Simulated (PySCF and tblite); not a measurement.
Results of a calculation; reference values are marked as such.
System: C5H8O, numbered as in [CH2:1]=[C:2]([CH3:3])[C:4]([CH3:5])=[O:6].

Motion: rotation about the C2–C4 bond (torsion C1–C2–C4–C5 from 180° to 360°, rising). GFN2-xTB gives an electronic barrier of 2.4 kcal/mol and a reaction energy of 0.2 kcal/mol.

**Question.** What does PBE0/pcSseg-1 + D3(BJ) give on PBE0-D3(BJ)/def2-SVP geometries?

**Answer.** A barrier of 4.3 kcal/mol, 1.8 above the tight-binding barrier (from unrounded values), a reaction energy of -1.8 kcal/mol and, with GFN2-xTB thermal terms, ΔG‡(298 K) = 4.0 kcal/mol and k = 1.4×10¹⁰ s⁻¹ (2 equivalent paths).

**Question.** And the level of the geometries itself, PBE0-D3(BJ)/def2-SVP?

**Answer.** 4.9 kcal/mol.

Programs: tblite and PySCF.
